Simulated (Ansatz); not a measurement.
Species: HO, SMILES `[OH]` (charge 0, multiplicity 2).

### Question
Give a relaxed geometry from PBE0-D4/def2-TZVP (Ansatz, a first-principles code).

### Answer
the end point of this relaxation (outside a Z-matrix the atoms follow the SMILES, hydrogens last).
Cartesian coordinates (Å) in one orientation:
```xyz
2

O      0.487     0.000     0.000
H     -0.487     0.000     0.000
```
